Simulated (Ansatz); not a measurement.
`C=C(C=O)CCl` + ethane → `C=C(C=O)CC` + `CCl`  (formal exchange of groups at a C–C bond)

Program: Ansatz. Geometries: PBE0-D4/def2-TZVP. ΔE: electronic, gas phase. CBS: MP2 limit from def2 TZ/QZ plus the TZ coupled-cluster correction, frozen cores. This one scheme is used for every species. Functionals use def2-TZVPP. B3LYP here is the variant with VWN-RPA as its local correlation; programs differ in this. Each species was taken in one conformer, which may not be the lowest.

`C=C(C=O)CCl`:

```xyz
11

C    -1.117    0.378    0.917
C    -0.192    0.021    0.028
C    -0.509    0.153   -1.409
O     0.205   -0.235   -2.295
C     1.141   -0.531    0.392
Cl    2.391    0.747    0.331
H    -2.071    0.778    0.591
H    -0.957    0.286    1.986
H    -1.488    0.631   -1.623
H     1.449   -1.293   -0.322
H     1.148   -0.934    1.403
```

`CC`:

Cartesian coordinates in Å:
```
C -0.599 0.463 0.060
C 0.599 -0.463 -0.060
H -0.636 0.942 1.041
H -0.567 1.256 -0.691
H -1.538 -0.080 -0.075
H 0.636 -0.942 -1.041
H 0.567 -1.255 0.692
H 1.538 0.080 0.075
```

`C=C(C=O)CC`:

Z-matrix (Å, degrees):
```
C
C 1 1.526
C 1 1.495 2 112.4
H 1 1.093 2 110.1 3 122.0
H 1 1.094 2 108.9 3 -120.2
H 2 1.092 1 110.5 3 179.2
H 2 1.093 1 110.9 3 -60.9
H 2 1.091 1 110.8 3 59.5
C 3 1.476 1 118.1 2 -74.8
C 3 1.333 1 125.0 2 105.1
O 9 1.204 3 124.5 1 -2.5
H 9 1.111 3 114.5 1 178.1
H 10 1.086 3 120.7 1 -179.0
H 10 1.084 3 122.2 1 1.2
```

`CCl`:

Cartesian coordinates in Å:
```
C 0.084 0.076 0.092
Cl -0.942 -0.843 -1.025
H -0.552 0.567 0.825
H 0.643 0.815 -0.477
H 0.765 -0.614 0.586
```

```csv
level,ΔE (kcal/mol),difference from CCSD(T)/CBS
r2SCAN-D4,-1.0,0.2
B3LYP-D4,-0.7,0.5
r2SCANh-D4,-1.1,0.1
ωB97X-V,-1.2,0.0
ωB97M-V,-1.1,0.1
B3LYP,-0.7,0.5
BHLYP,-1.1,0.1
HF/def2-SVP,-0.8,0.4
MP2/def2-SVP,-0.4,0.8
CCSD(T)/def2-TZVPP,-1.0,0.2
CCSD(T)/CBS,-1.2,0
```

Task: What do rigid-rotor, harmonic-oscillator terms from PBE0-D4/def2-TZVP frequencies (298.15 K, 1 bar) make of the CCSD(T)/CBS value? (An estimate is asked.)

Result: Ansatz gave: ΔZPE = +0.2 kcal/mol, ΔH = -1.1 kcal/mol, ΔS = 4 J/(mol·K), ΔG = -1.4 kcal/mol.

Largest T1 diagnostic among the species: 0.013.

Leaving LDA and LC-ωPBE aside and taking each functional with its dispersion term where it has one, the values, not all of them listed here, spread over 0.9 kcal/mol, from ωB97X-V to BLYP-D4. At CCSD(T), def2-SVP lies +0.9 kcal/mol from the extrapolated value and def2-TZVPP +0.2 kcal/mol.

CCSD(T)/CBS has its own doubt, a few kJ/mol and more with outer-core shells, so smaller differences from it don't rank the levels.
